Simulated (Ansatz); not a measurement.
Species: C$_{3}$H$_{6}$, SMILES `C(C)=C` (charge 0, multiplicity 1), formula C$_{3}$H$_{6}$.

**Question.** How many basis functions does frozen-core CCSD(T)/def2-TZVPP // B3LYP-D3(BJ)/def2-TZVP run with Ansatz (an electronic-structure program) use, how many core orbitals are frozen, and how many electrons are correlated?

**Answer.** 177 basis functions and 3 frozen orbitals, which leaves 18 correlated electrons. Core time is of the order of seconds.
